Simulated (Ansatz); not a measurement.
**Electronic dielectric constant ε∞ of some tetrahedrally bonded semiconductors and semimetals**

Method: LDA in Ansatz (plane waves, PAW). References are measured values at room or unstated temperature, uncorrected unless marked, so that the deviations hold thermal and zero-point effects besides the level's error. The table is a random draw of 8 from 10 solids with such references.

| solid | reference | LDA | deviation (%) |
|---|---|---|---|
| zinc-blende AlP | 7.54 | 8.33 | +10.5 |
| zinc-blende CuCl | 3.61¶ | 5.62 | +56 |
| 3C-SiC | 6.52 | 6.92 | +6.1 |
| zinc-blende ZnS | 5.13 | 6.18 | +20 |
| zinc-blende GaN (metastable phase) | 5.3 | ? | ? |
| cubic BN | 4.5 | 4.57 | +1.6 |
| diamond-structure Si | 11.8 | 13.3 | +12.7 |
| wurtzite GaN | 5.3 | 5.69 | +7.4 |

Problem. Estimate the withheld LDA value.

Solution. The deviations of the other rows run from +1.6 % to +56 %, with a median of +10.5 %; carried to the reference 5.30 it gives 5.86. The run gives 5.77 (+8.9 %), -1.5 % from the estimate; the row was drawn at random, and such an estimate is rough. Over these 8 solids the mean deviation is +15.4 %, the mean absolute deviation 15.4 % (median 9.7 %), and the worst case zinc-blende CuCl at +56 %; the value is too high in 8 of 8 cases. Over all 10, from unrounded values, the mean deviation is +13.1 % and the mean absolute deviation 13.1 % (median 8.0 %).

¶ marks references of a special kind: zinc-blende CuCl, 3.61 (measured, room temperature, copied from a table, unchecked, long-wavelength limit of the electronic terms of a dispersion formula fitted to measured refractive indices over 0.43-2.5 um; lattice terms left out; as tabulated in Feldman and Horowitz (1969), doi:10.1364/josa.59.001406).

Differences are worked out from the printed values.

Each level is taken at its own relaxed cell. Ansatz's density-functional and Hartree–Fock values are scalar-relativistic unless marked +SOC, with PAW data made under PBE.

Ansatz's runs of these crystals have no spin polarisation.

Not in this set, of the tetrahedrally bonded semiconductors and semimetals with a reference value in our tables and a result at some level: 7 for no value at LDA (not run, a failed fit, an unstable or unbound cell, or a value held back for tests); 3 for a run that failed a test (LDA). These can be a level's best or worst cases. At least 2 more with a reference value are held back for tests. Solids without a released value at any level aren't counted. Layered and molecular crystals are counted apart. The metals Ce to Yb are counted apart.

References as tabulated in Skelton et al. (2020), arXiv:2005.00277; Skone et al. (2014), arXiv:1501.03184; Feldman and Horowitz (1969), doi:10.1364/josa.59.001406; Chen et al. (2018), doi:10.1103/physrevmaterials.2.073803.

Ansatz is an electronic-structure program.
